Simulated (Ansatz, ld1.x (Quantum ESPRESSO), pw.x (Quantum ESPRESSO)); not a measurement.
## Equation-of-state test of one ultrasoft potential (zinc (Zn))

ld1.x (Quantum ESPRESSO) 7.5 input, shortened:

```
&input
   title='Zn', zed=30., rel=1, dft='PW', iswitch=3,
   config='[Ar] 3d10 4s2 4p0'
 /
 &inputp
   pseudotype=3, tm=.true., lloc=-1, rcloc=2.15,
   nlcc=.false.,
   which_augfun='PSQ', rmatch_augfun_nc=.true.
 /
6
4S  1  0   2.00   0.00  1.55  1.75  0.0
4S  1  0   0.00   1.55  1.55  1.75  0.0
4P  2  1   0.00   0.00  3.15  3.45  0.0
4P  2  1   0.00   0.85  3.15  3.45  0.0
3D  3  2  10.00   0.00  1.10  1.50  0.0
3D  3  2   0.00  -0.45  1.10  1.50  0.0
 &test
   configts(1)='3d10 4s2 4p0'
 /
```

Atomic tests: cutoffs needed: 50 Ry and 90 Ry (the cutoffs (Ry, on a coarse ladder) from which the occupation-weighted sum of valence levels, in a spherical-Bessel basis at the reference potential, stays within 10 and 1 mRy of its value at 400 Ry); ghost test: no extra level below or beside the all-electron valence levels (s, p, d, f tested) (spherical-Bessel basis up to 400 Ry, 20 bohr box); configuration tests: 1 of 9 tests not solved or not reliable.

Crystal test: bcc Zn in pw.x 7.5, no spin, 15³ k-points, Fermi–Dirac smearing 0.01 Ry, cutoffs 110/880 Ry. The reference is all-electron LAPW (Ansatz 0.2.0) with the same functional, mesh and smearing; V0 and B0 come from Birch–Murnaghan fits to the pressures at five volumes. Errors are pseudo minus all-electron; Δ is the rms difference of the E(V) curves that follow from these fits, minima aligned, over ±6 % about the mean V0. Mesh and smearing are coarse, so the numbers serve the comparison and aren't converged zero-temperature values; the lattice is a test structure that the element need not adopt.

All-electron: a0 = 3.014 Å (V0 = 13.69 Å³/atom), B0 = 94.2 GPa.

How far does the potential miss the all-electron equation of state?

mean pressure error (GPa): +1.72; a0 (Å): 3.033; a0 error (%): +0.62; B0 error (%): -10.5; Δ (meV/atom): 5.1. The largest radius (3.45 bohr) exceeds half the bond length (2.46 bohr), so the spheres overlap, which is one possible source of error among others. This is a poor potential for the solid. Atomic configuration tests: 1 of 9 tests not solved or not reliable.

```json
{"V (Å³/atom)": "12.853", "P all-electron (GPa)": "7.02", "P pseudo (GPa)": "8.89"}
{"V (Å³/atom)": "13.191", "P all-electron (GPa)": "3.86", "P pseudo (GPa)": "5.59"}
{"V (Å³/atom)": "13.529", "P all-electron (GPa)": "1.15", "P pseudo (GPa)": "2.82"}
{"V (Å³/atom)": "13.867", "P all-electron (GPa)": "-1.17", "P pseudo (GPa)": "0.49"}
{"V (Å³/atom)": "14.205", "P all-electron (GPa)": "-3.16", "P pseudo (GPa)": "-1.46"}
```

At the middle volume, how do free energy and pressure move when the wave cutoff is lowered (ecutrho held at 880 Ry)?

| cutoff (Ry) | shift of F (meV/atom) | shift of P (GPa) |
| --- | --- | --- |
| 50 | +105.2 | -2.43 |
| 66 | +57.4 | -2.58 |
| 88 | +4.5 | +0.28 |

Input at the middle volume:

```
&control
  calculation='scf', prefix='x', pseudo_dir='./', outdir='./tmp', tstress=.true., disk_io='none'
/
&system
  ibrav=0, nat=1, ntyp=1, ecutwfc=110, ecutrho=880, nbnd=14,
  occupations='smearing', smearing='fd', degauss=0.01
/
&electrons
  conv_thr=1e-09, mixing_beta=0.4, electron_maxstep=70
/
ATOMIC_SPECIES
Zn 1.0 Zn.UPF
CELL_PARAMETERS angstrom
  -1.50107331 1.50107331 1.50107331
  1.50107331 -1.50107331 1.50107331
  1.50107331 1.50107331 -1.50107331
ATOMIC_POSITIONS crystal
Zn 0.0000 0.0000 0.0000
K_POINTS automatic
15 15 15 0 0 0
```

```bash
pw.x < Zn.scf.in > Zn.scf.out
```

Lines of the output:

```
Message from routine setup:
     using ibrav=0 with symmetry is DISCOURAGED, use correct ibrav instead
     lattice parameter (alat)  =       4.9132  a.u.
     unit-cell volume          =      91.2982 (a.u.)^3
     number of electrons       =        12.00
     number of Kohn-Sham states=           14
     kinetic-energy cutoff     =     110.0000  Ry
     charge density cutoff     =     880.0000  Ry
     scf convergence threshold =      1.0E-09
     Exchange-correlation= PW
     number of k points=   120  Fermi-Dirac smearing, width (Ry)=  0.0100
     iteration #  1     ecut=   110.00 Ry     beta= 0.40
     total energy              =    -125.80604103 Ry
     estimated scf accuracy    <       0.03978835 Ry
     iteration #  2     ecut=   110.00 Ry     beta= 0.40
     total energy              =    -125.81647683 Ry
     estimated scf accuracy    <       0.00419677 Ry
     iteration #  3     ecut=   110.00 Ry     beta= 0.40
     total energy              =    -125.81695772 Ry
     estimated scf accuracy    <       0.00045175 Ry
     iteration #  4     ecut=   110.00 Ry     beta= 0.40
     total energy              =    -125.81696918 Ry
     estimated scf accuracy    <       0.00000789 Ry
     iteration #  5     ecut=   110.00 Ry     beta= 0.40
     total energy              =    -125.81697154 Ry
     estimated scf accuracy    <       0.00000152 Ry
     iteration #  6     ecut=   110.00 Ry     beta= 0.40
     total energy              =    -125.81697173 Ry
     estimated scf accuracy    <       0.00000003 Ry
     iteration #  7     ecut=   110.00 Ry     beta= 0.40
     total energy              =    -125.81697174 Ry
     estimated scf accuracy    <          1.7E-09 Ry
     iteration #  8     ecut=   110.00 Ry     beta= 0.40
     the Fermi energy is    12.7447 ev
!    total energy              =    -125.81697174 Ry
     estimated scf accuracy    <          1.7E-10 Ry
     smearing contrib. (-TS)   =      -0.00133454 Ry
     The total energy is F=E-TS. E is the sum of the following terms:
     one-electron contribution =     -59.11271553 Ry
     hartree contribution      =      43.75759581 Ry
     xc contribution           =     -18.08824202 Ry
     ewald contribution        =     -92.37227546 Ry
     convergence has been achieved in   8 iterations
          total   stress  (Ry/bohr**3)                   (kbar)     P=       28.19
     Message from routine punch:
     Nothing written, as per user request (disk_io='none')
```

The run at the middle volume (120 k-points, 8 iterations) took about 46 s on one core of a shared host (Neoverse-V1, 64 threads, 495 GiB, load 12).
